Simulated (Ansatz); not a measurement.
A made-up structure of CH₆AlSi (charge +1), closed shell:

C1  (-0.867, 1.545, -1.221)
Al2  (0.893, -1.593, 1.259)
Si3  (-0.097, 0.175, -0.137)
H4  (-0.606, 1.393, -2.273)
H5  (-1.958, 1.538, -1.131)
H6  (-0.501, 2.530, -0.913)
H7  (2.390, -1.487, 1.013)
H8  (0.277, -2.882, 0.743)
H9  (0.480, -1.241, 2.679)
(Å)

It is relaxed with PBE-D4/def2-SVP and then PBE0-D4/def2-TZVP (Ansatz 0.2.0). Atoms count as bonded within 1.22 times the sum of their covalent radii (H–H: 0.88 Å). The end point is not checked to be a true minimum.

Task: Does its bonding change? (Judge from chemistry; the calculation decides.)

Result: By the calculation: Yes. Formed: Si3–H8; broken: Al2–H8.

Where it ends: The first stage lowers the energy by 1.83 eV in 20 steps. It ends as CH₆AlSi ([CH3][SiH][AlH2]), total charge +1:
```json
{"atom": "C1", "x (Å)": "-0.6900", "y (Å)": "1.1613", "z (Å)": "-0.9666"}
{"atom": "Al2", "x (Å)": "1.2635", "y (Å)": "-1.1123", "z (Å)": "1.6072"}
{"atom": "Si3", "x (Å)": "-0.3161", "y (Å)": "-0.4918", "z (Å)": "-0.2740"}
{"atom": "H4", "x (Å)": "-0.4600", "y (Å)": "1.1442", "z (Å)": "-2.0412"}
{"atom": "H5", "x (Å)": "-1.7737", "y (Å)": "1.3299", "z (Å)": "-0.9015"}
{"atom": "H6", "x (Å)": "-0.1589", "y (Å)": "1.9836", "z (Å)": "-0.4900"}
{"atom": "H7", "x (Å)": "2.7102", "y (Å)": "-1.4007", "z (Å)": "1.0771"}
{"atom": "H8", "x (Å)": "-1.1025", "y (Å)": "-1.5318", "z (Å)": "-0.9915"}
{"atom": "H9", "x (Å)": "0.5397", "y (Å)": "-1.1041", "z (Å)": "2.9976"}
```

Labels in which every atom is bracketed show which atoms are joined, not bond orders.

For scale, one of the runs: PBE0-D4/def2-TZVP relaxation, 141 basis functions, launched by `ansatz run in.yaml --threads 2 --pin off --events-out ev --progress --plain --max-ram 4352MiB`. Hardware: 2 CPU threads of an Arm Neoverse V2, shared host. Wall time about 65 s.
